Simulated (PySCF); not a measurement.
Compound: C₂H₄FOP.
Numbering: `[OH:1][CH2:2]/[P:3]=[CH:4]\[F:5]` (hydrogens: H6 on O1; H7, H8 on C2; H9 on C4)

Computed, not measured: TDDFT CAM-B3LYP/def2-SVPD, vertical, gas phase, core orbitals frozen in the response in PySCF 2.14.0, density-fitted response routines. The structure is a single GFN2-xTB conformer in the gas phase; no vibrational or solvent corrections. Torsions of this conformer, `[OH:1][CH2:2]/[P:3]=[CH:4]\[F:5]`: O1–C2–P3–C4 175°, H–O1–C2–P3 65°.

Computed states:

| state | E (eV) | f |
| --- | --- | --- |
| S1 | 4.83 | 0.0069 |
| S2 | 5.47 | 0.187 |
| S3 | 5.92 | 0.0007 |
| S4 | 6.14 | 0.011 |
| S5 | 6.63 | 0.028 |
| S6 | 6.93 | 0.040 |
| S7 | 7.45 | 0.044 |
| S8 | 7.48 | 0.014 |

Broadening: Gaussians 0.4 eV wide at half height, area fixed by f = 4.319×10⁻⁹ ∫ε dν̃. The cross-section is σ = 3.8235×10⁻²¹ ε cm², given in Mb (10⁻¹⁸ cm²). The width is an assumption, not a result. The curve ends short of the highest state used, and states not computed would add to its high-energy end.

(1) Give the broadened spectrum and its maxima.

(2) Coming from long wavelengths, where does ε first pass 100 L mol⁻¹ cm⁻¹?

(3) On this curve, what absorbance would a 10⁻³ mol/L sample give at 266 nm over a 1 cm path?

## Answers

(1) 
```csv
λ (nm),σ (Mb)
180.1,12.29
185.1,10.73
190.0,6.82
194.9,3.30
199.8,2.93
204.7,2.72
209.6,2.93
214.5,9.75
219.5,28.23
224.4,45.90
229.3,44.73
234.2,27.77
239.1,11.76
244.0,3.99
249.0,1.91
253.9,1.81
258.8,1.75
263.7,1.35
268.6,0.81
273.5,0.39
278.5,0.15
283.4,0.05
288.3,0.01
293.2,0.00
```

Maxima: 256 nm (4.85 eV), ε about 480, made up of S1 (97%) (hardly more than a shoulder); 227 nm (5.47 eV), ε about 13000, made up of S2 (100%); 201 nm (6.16 eV), ε about 780, made up of S4 (92%) (hardly more than a shoulder); 181 nm (6.86 eV), ε about 3200, made up of S5 (23%) and S6 (76%) (ε in L mol⁻¹ cm⁻¹; maxima over ε = 5, shares over 10%).

(2) At about 274 nm (4.53 eV), 0.30 eV below S1.

(3) 266 nm is 4.661 eV, where ε is about 290 L mol⁻¹ cm⁻¹, so A = ε c l ≈ 0.29 (Beer–Lambert, with the gas-phase spectrum and the assumed width).

The run took 13 s on Arm Neoverse V1, one thread (shared host), and the process peaked at 0.55 GiB of memory.
